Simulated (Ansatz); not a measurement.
# [CH₃···H···NH], triplet: reading a ladder of total energies

Geometry: a point of a hydrogen-transfer path between rigid fragments, not a stationary point.

```xyz
7

C    -1.3411    0.0326    0.0000
H    -1.7043    1.0599    0.0000
H    -1.7043   -0.4811    0.8897
H    -1.7043   -0.4811   -0.8897
H    -0.1631    0.0326    0.0000
N     1.4089    0.0326    0.0000
H     1.6780   -0.9716    0.0000
```

Basis cc-pVDZ; Ansatz 0.2.0. Only valence electrons are correlated (noble-gas cores frozen), which leaves 14 electrons in 51 orbitals. Prefix R: restricted or restricted open-shell reference; prefix U: unrestricted.

Full CI isn't at hand for all of this; UCCSDT(Q) serves as the reference, and is uncertain by about the last step of the cluster series.

Runs differ by some tens of microhartree through their thresholds and, for an open shell, their frozen cores, so steps under 0.03 kcal/mol mean nothing.

```tsv
level	total energy (hartree)
UHF	-95.135657
UMP2	-95.410583
UCCSD	-95.453345
UCCSD(T)	-95.459808
UCCSDT	-95.460623
UCCSDT(Q)	-95.460953
```

Problem. What is the correlation energy at UCCSDT(Q), and what share of it do UMP2 and UCCSD recover?

Solution. E(corr) = -95.460953 − (-95.135657) = -0.325296 hartree = -8.852 eV. UMP2: -0.274926 / -0.325296 = 84.52 %. UCCSD: -0.317688 / -0.325296 = 97.66 %.

Problem. By how many kcal/mol does UCCSD(T) miss UCCSDT(Q) (1 hartree = 627.509 kcal/mol), and which steps make up the rest?

Solution. -95.459808 − (-95.460953) = 0.001145 hartree = 0.72 kcal/mol. Steps: UCCSDT − UCCSD(T) = -0.51, UCCSDT(Q) − UCCSDT = -0.21 kcal/mol. That is within 1 kcal/mol of the reference in this basis, which itself misses far more of the correlation at the basis-set limit.
